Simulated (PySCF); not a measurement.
Gas-phase reaction: OH + H ⇌ H₂O

Method: PySCF energies plus ideal-gas RRHO corrections (1 bar). Table values come from the NASA 1993 polynomials. † marks an energy on the PBE0/def2-TZVP geometry and frequencies; other levels use their own. MP2 freezes the core. 6-31G* has spherical d functions here. Open shells (unrestricted): OH (multiplicity 2), H (multiplicity 2); the rest are closed-shell singlets. Spin-orbit splitting is ignored; it lowers the true energy and changes the entropy of OH. B3LYP is the form with VWN-RPA correlation. MP2 isn't extrapolated to the basis-set limit. The table's entry may be an old estimate for OH (not checked at source).

```tsv
level	ΔH°(298 K), kJ
table	-499.2
B3LYP/6-31G*	-457.4
B3LYP/def2-TZVP†	-476.8
BLYP/def2-TZVP†	___
HF/def2-TZVP†	___
MP2/def2-TZVPP†	___
PBE/def2-TZVP†	-483.7
LDA/def2-TZVP†	-558.5
ωB97M-V/def2-TZVP†	___
```

**Question.** Fill in the missing entries.

**Answer.** 
- BLYP/def2-TZVP†, ΔH°(298 K), kJ: -477.5
- HF/def2-TZVP†, ΔH°(298 K), kJ: -330.6
- MP2/def2-TZVPP†, ΔH°(298 K), kJ: -499.4
- ωB97M-V/def2-TZVP†, ΔH°(298 K), kJ: -484.1
